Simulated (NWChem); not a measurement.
The numbers come from NWChem runs, not from measurements. System: O₂ (+1), charge 1, spin multiplicity 2, at a geometry optimised with UB3LYP/def2-SVP. The structure started from a generated list of species. Its SCF solution wasn't tested for a lower state. Level: URI-MP2/cc-pVQZ, 2 core orbitals frozen.

Output (cleaned and shortened):

```
             Northwest Computational Chemistry Package (NWChem) 7.3.0
             --------------------------------------------------------

                                NWChem Input Module
                                -------------------

 Scaling coordinates for geometry "geometry" by  1.889725989
 (inverse scale =  0.529177249)

 Turning off AUTOSYM since
 SYMMETRY directive was detected!

                             Geometry "geometry" -> ""
                             -------------------------

 Output coordinates in angstroms (scale by  1.889725989 to convert to a.u.)

  No.       Tag          Charge          X              Y              Z
 ---- ---------------- ---------- -------------- -------------- --------------
    1 O                    8.0000     0.00000000     0.00000000     0.55348800
    2 O                    8.0000     0.00000000     0.00000000    -0.55348800

 Effective nuclear repulsion energy (a.u.)      30.5944699216

            Nuclear Dipole moment (a.u.)
            ----------------------------
        X                 Y               Z
 ---------------- ---------------- ----------------
     0.0000000000     0.0000000000     0.0000000000

      Symmetry information
      --------------------

 Group name             D2h
 Group number             26
 Group order               8
 No. of unique centers     1

      Symmetry unique atoms

     1


 Summary of "ao basis" -> "" (spherical)
 ------------------------------------------------------------------------------
       Tag                 Description            Shells   Functions and Types
 ---------------- ------------------------------  ------  ---------------------
 *                          cc-pvqz                   on all atoms

 Summary of "ri-mp2 basis" -> "" (spherical)
 ------------------------------------------------------------------------------
       Tag                 Description            Shells   Functions and Types
 ---------------- ------------------------------  ------  ---------------------
 *                         cc-pvqz-ri                 on all atoms

 Summary of "ao basis" -> "ao basis" (spherical)
 ------------------------------------------------------------------------------
       Tag                 Description            Shells   Functions and Types
 ---------------- ------------------------------  ------  ---------------------
 O                          cc-pvqz                 15       55   5s4p3d2f1g

                                 NWChem SCF Module
                                 -----------------

  ao basis        = "ao basis"
  functions       =   110
  atoms           =     2
  alpha electrons =     8
  beta  electrons =     7
  charge          =   1.00
  wavefunction    = UHF
  use symmetry    = T
  symmetry adapt  = T

 Summary of "ao basis" -> "ao basis" (spherical)
 ------------------------------------------------------------------------------
       Tag                 Description            Shells   Functions and Types
 ---------------- ------------------------------  ------  ---------------------
 O                          cc-pvqz                 15       55   5s4p3d2f1g

      Symmetry analysis of basis
      --------------------------

        ag         22
        au          7
        b1g         7
        b1u        22
        b2g        13
        b2u        13
        b3g        13
        b3u        13

 Forming initial guess at       0.1s

   Symmetry analysis of molecular orbitals - initial alpha
   -------------------------------------------------------

  Numbering of irreducible representations:

     1 ag          2 au          3 b1g         4 b1u         5 b2g
     6 b2u         7 b3g         8 b3u

  Orbital symmetries:

     1 ag          2 b1u         3 ag          4 b1u         5 b2u
     6 b3u         7 ag          8 b3g         9 b2g        10 b1u
    11 b2u        12 b3u        13 ag         14 b1u        15 ag
    16 b3g        17 b2g        18 b1g

   Symmetry analysis of molecular orbitals - initial beta
   ------------------------------------------------------

  Numbering of irreducible representations:

     1 ag          2 au          3 b1g         4 b1u         5 b2g
[...]
    14     -1.066930  1 O  pz                69     -1.066930  2 O  pz
     4      0.719881  1 O  s                 59     -0.719881  2 O  s
    30      0.520581  1 O  d  0              85     -0.520581  2 O  d  0

 center of mass
 --------------
 x =   0.00000000 y =   0.00000000 z =   0.00000000

 moments of inertia (a.u.)
 ------------------
          34.996602682507           0.000000000000           0.000000000000
           0.000000000000          34.996602682507           0.000000000000
           0.000000000000           0.000000000000           0.000000000000

  Mulliken analysis of the total density
  --------------------------------------

    Atom       Charge   Shell Charges
 -----------   ------   -------------------------------------------------------
    1 O    8     7.50   1.98 -0.03  0.45  1.08  0.36  0.42  1.26  1.59  0.28  0.00  0.03  0.06  0.00  0.01  0.00
    2 O    8     7.50   1.98 -0.03  0.45  1.08  0.36  0.42  1.26  1.59  0.28  0.00  0.03  0.06  0.00  0.01  0.00

  Mulliken analysis of the alpha density
  --------------------------------------

    Atom       Charge   Shell Charges
 -----------   ------   -------------------------------------------------------
    1 O    8     4.00   0.99 -0.01  0.24  0.55  0.17  0.25  0.74  0.88  0.14  0.00  0.02  0.02  0.00  0.01  0.00
    2 O    8     4.00   0.99 -0.01  0.24  0.55  0.17  0.25  0.74  0.88  0.14  0.00  0.02  0.02  0.00  0.01  0.00

   Mulliken analysis of the beta density
   -------------------------------------

    Atom       Charge   Shell Charges
 -----------   ------   -------------------------------------------------------
    1 O    8     3.50   0.99 -0.01  0.22  0.53  0.19  0.17  0.51  0.70  0.14  0.00  0.02  0.03  0.00  0.01  0.00
    2 O    8     3.50   0.99 -0.01  0.22  0.53  0.19  0.17  0.51  0.70  0.14  0.00  0.02  0.03  0.00  0.01  0.00

   Mulliken analysis of the spin density
   -------------------------------------

    Atom       Charge   Shell Charges
 -----------   ------   -------------------------------------------------------
    1 O    8     0.50  -0.00  0.00  0.02  0.02 -0.02  0.09  0.23  0.18 -0.00 -0.00 -0.00 -0.01 -0.00 -0.00  0.00
    2 O    8     0.50  -0.00  0.00  0.02  0.02 -0.02  0.09  0.23  0.18 -0.00 -0.00 -0.00 -0.01 -0.00 -0.00  0.00

       Multipole analysis of the density wrt the origin
       ------------------------------------------------

     L   x y z        total         alpha         beta         nuclear
     -   - - -        -----         -----         ----         -------
     0   0 0 0      1.000000     -8.000000     -7.000000     16.000000

     1   1 0 0     -0.000000     -0.000000     -0.000000      0.000000
     1   0 1 0     -0.000000      0.000000     -0.000000      0.000000
     1   0 0 1     -0.000000     -0.000000      0.000000      0.000000

     2   2 0 0     -5.637200     -2.885346     -2.751854      0.000000
     2   1 1 0     -0.000000     -0.000000      0.000000      0.000000
     2   1 0 1     -0.000000     -0.000000     -0.000000      0.000000
     2   0 2 0     -6.133916     -3.414453     -2.719463      0.000000
     2   0 1 1     -0.000000     -0.000000     -0.000000      0.000000
     2   0 0 2     -4.925508    -11.993709    -10.435669     17.503870

                               NWChem RI-MP2 Module
                               --------------------

 Summary of "ri-mp2 basis" -> "ri-mp2 basis" (spherical)
 ------------------------------------------------------------------------------
       Tag                 Description            Shells   Functions and Types
 ---------------- ------------------------------  ------  ---------------------
 O                         cc-pvqz-ri               30      132   8s7p6d5f3g1h

 SCF Reference Information:
            File: './mol.movecs'
           Title: ''
    Size (AOxMO):    110 x (    110,    110)
       Total Occ:                 8.00,   7.00
 RI-MP2 Calculation Information:
          Nr. of AO basis functions:        110
     Nr. of fitting basis functions:        264
               Nr. of MO spin cases:          2
        Nr. of MOs to be correlated:        108        108
     Nr. of occupied MOs correlated:          6          5
      Nr. of virtual MOs correlated:        102        103

          RI integral approximation: 'V'
    Threshold for Schwarz screening:  1.000E-09
 Smallest eigenvalue retained in fit  1.000E-08
    Type of storage for MO integrals 'EAF library'

 Transformation block size    6, requiring     1 integral passes.
 XForm_3cInts: Completed     1:    6 pass.
 Transformation block size    5, requiring     1 integral passes.
 XForm_3cInts: Completed     1:    5 pass.
 Energy evaluation using block sizes     6    6
 RIMP2_V_E2: Approx. ints. done (    1:    6,    1:    6)
 RIMP2_V_E2: Copy to B done (    1:    6,    1:    6)
 RIMP2_V_E2: Denominators done (    1:    6,    1:    6)
 RIMP2_V_E2: Completed block (    1:    6,    1:    6)
 RIMP2_V_E2: Approx. ints. done (    1:    6,    1:    5)
 RIMP2_V_E2: Copy to B done (    1:    6,    1:    5)
 RIMP2_V_E2: Denominators done (    1:    6,    1:    5)
 RIMP2_V_E2: Completed block (    1:    6,    1:    5)
 RIMP2_V_E2: Approx. ints. done (    1:    5,    1:    5)
 RIMP2_V_E2: Copy to B done (    1:    5,    1:    5)
 RIMP2_V_E2: Denominators done (    1:    5,    1:    5)
 RIMP2_V_E2: Completed block (    1:    5,    1:    5)

          -------------------------------------------
          SCF energy                -149.241081793023
          Correlation energy          -0.483220098553
          Total MP2 energy          -149.724301891576
          -------------------------------------------

 -----------------------
 Performance information
 -----------------------

 Timer overhead =  9.56D-08 seconds/call

               Nr. of calls         CPU time (s)                 Wall time (s)                GFlops
             ---------------    -------------------     ------------------------------   -------------------
Name         Min   Avg   Max    Min     Avg     Max     Min     Avg     Max   Mx/calls   Min     Max     Sum
Overall       1     1     1    2.4     2.4     2.4      2.4     2.4     2.4     2.4      0.0     0.0     0.0
3c integr     2     2     2   0.89    0.89    0.89     0.89    0.89    0.89    0.44      0.0     0.0     0.0
Energy        1     1     1   6.68E-2 6.68E-2 6.68E-2  6.68E-2 6.68E-2 6.68E-2 6.68E-2   0.0     0.0     0.0
3c integr     2     2     2   0.87    0.87    0.87     0.87    0.87    0.87    0.43      0.0     0.0     0.0
First 2/3     6     6     6   8.19E-3 8.19E-3 8.19E-3  8.19E-3 8.19E-3 8.19E-3 1.36E-3   0.0     0.0     0.0
Final 1/3     2     2     2   5.38E-3 5.38E-3 5.38E-3  5.38E-3 5.38E-3 5.38E-3 2.69E-3   0.0     0.0     0.0
Write 3c      2     2     2   7.13E-4 7.13E-4 7.13E-4  7.13E-4 7.13E-4 7.13E-4 3.57E-4   0.0     0.0     0.0
Read 3c i     3     3     3   6.57E-4 6.57E-4 6.57E-4  6.57E-4 6.57E-4 6.57E-4 2.19E-4   0.0     0.0     0.0
Fitting b     1     1     1   3.03E-2 3.03E-2 3.03E-2  3.03E-2 3.03E-2 3.03E-2 3.03E-2   0.0     0.0     0.0
Schwarz i     1     1     1   2.99E-2 2.99E-2 2.99E-2  2.99E-2 2.99E-2 2.99E-2 2.99E-2   0.0     0.0     0.0
Form 4ci      3     3     3   1.39E-2 1.39E-2 1.39E-2  1.39E-2 1.39E-2 1.39E-2 4.65E-3   0.0     0.0     0.0
Form A &      3     3     3   4.89E-2 4.89E-2 4.89E-2  4.89E-2 4.89E-2 4.89E-2 1.63E-2   0.0     0.0     0.0
Denominat     3     3     3   5.23E-4 5.23E-4 5.23E-4  5.23E-4 5.23E-4 5.23E-4 1.74E-4   0.0     0.0     0.0
Pair Ener     3     3     3   1.74E-3 1.74E-3 1.74E-3  1.74E-3 1.74E-3 1.74E-3 5.81E-4   0.0     0.0     0.0

 The average no. of pstat calls per process was 3.30D+01
 with a timing overhead of 3.16D-06s

 Task  times  cpu:        2.4s     wall:        2.4s

 Total times  cpu:        2.5s     wall:        2.5s
```

Problem. Write an NWChem input that would produce this output.

Solution. This is not unique; one that fits is 
```
start mol
memory heap 200 mb stack 900 mb global 1100 mb
charge 1
geometry units angstroms nocenter noautoz
  O      0.000000     0.000000     0.553488
  O      0.000000     0.000000    -0.553488
  symmetry group D2h
end
basis spherical
  * library cc-pvqz
end
basis "ri-mp2 basis" spherical
  * library cc-pvqz-ri
end
scf
  uhf
  nopen 1
  maxiter 100
  thresh 1e-7
  semidirect memsize 60000000 filesize 0
  # guess.movecs holds the orbitals of an unrestricted PBE0 run
  vectors input guess.movecs output mol.movecs
end
mp2
  freeze core 2
end
task rimp2 energy
```
